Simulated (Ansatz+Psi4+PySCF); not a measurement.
# doublet C₂N: levels of theory in one basis

```xyz
3

N     0.0000    0.0000    0.0000
C     0.0000    1.3150    0.0000
C     0.0000   -1.1750    0.0000
```

Basis set: cc-pVTZ (spherical functions). Frozen core: 3 orbitals. Correlation on ROHF uses semicanonical orbitals with singles. Charge 0, multiplicity 2.

Computed with Ansatz (development build ahead of 0.2.0) and Psi4 1.11; each method stands on the lowest determinant of its kind that the runs found.

```csv
method,E − E(ROHF) (eV),<S²> of the determinant
ROHF,0.00,0.75
UHF,-0.34,0.84
UHF-MP2,-11.29,0.84
```

**Question.** What does ROHF-MP2 give on the same scale?

**Answer.** -11.45 eV.
